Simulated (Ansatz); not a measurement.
Results of r²SCAN (Ansatz, a program for electronic structure, plane waves, PAW) for rock-salt MgS.

Numerical settings: plane-wave cutoff 600 eV, 14×14×14 k mesh, finite displacements, scalar-relativistic PAW data made under PBE.

Cell (relaxed at this level):

```cif
data_Mg4S4
_chemical_formula_sum 'Mg4 S4'
_space_group_name_H-M_alt 'Fm-3m'
_space_group_IT_number 225
_space_group_name_Hall '-F 4 2 3'
_cell_length_a 5.20296
_cell_length_b 5.20296
_cell_length_c 5.20296
_cell_angle_alpha 90.000
_cell_angle_beta 90.000
_cell_angle_gamma 90.000
loop_
_atom_site_label
_atom_site_type_symbol
_atom_site_symmetry_multiplicity
_atom_site_Wyckoff_symbol
_atom_site_fract_x
_atom_site_fract_y
_atom_site_fract_z
_atom_site_occupancy
Mg1 Mg 4 a 0.00000 0.00000 0.00000 1
S1 S 4 b 0.50000 0.50000 0.50000 1
```
(The calculation used a cell of 2 atoms; values per cell refer to that cell.)

Task: What does this level give for the static dielectric constant, LO(Γ) frequency, high-frequency dielectric constant, Born effective charge (magnitude) and TO(Γ) frequency?

Result: 
- static dielectric constant = 14.5
- LO(Γ) frequency = 407 cm⁻¹
- high-frequency dielectric constant = 4.90
- Born effective charge (magnitude) = 2.31 e
- TO(Γ) frequency = 237 cm⁻¹

Measured, for comparison: zone-centre TO phonon frequency 240 cm⁻¹ (temperature not stated, not corrected to a static lattice; as tabulated in Chmeruk and Núñez-Valdez (2023), arXiv:2212.11645). Computed (rounded) less measured: zone-centre TO phonon frequency -1 %.
